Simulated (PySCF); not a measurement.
Al: ionisation energy

Al [Ne] 3s2 3p1 (2P) → Al⁺ [Ne] 3s2 (1S), as a difference of total energies. Calculation: PySCF 2.14, in x2c-QZVPPall (9s6p4d2f1g, 70 functions); scalar relativity by spin-free X2C-1e. Correlated levels: valence and next inner shell: 1s2 frozen. The calculations carry no spin-orbit coupling.

| method | ionisation energy (eV) | error (eV) |
| --- | --- | --- |
| UHF | 5.600 | -0.377 |
| MP2 (valence and next inner shell) | 5.815 | -0.162 |
| SCS-MP2 (valence and next inner shell) | 5.806 | -0.171 |
| CCSD (valence and next inner shell) | 5.907 | -0.070 |
| CCSD(T) (valence and next inner shell) | 5.937 | -0.040 |

Reference: 5.977 eV (measured; NIST levels, between the centres of gravity of the two terms).

Errors of the correlated levels include the incompleteness of this basis and the frozen core.
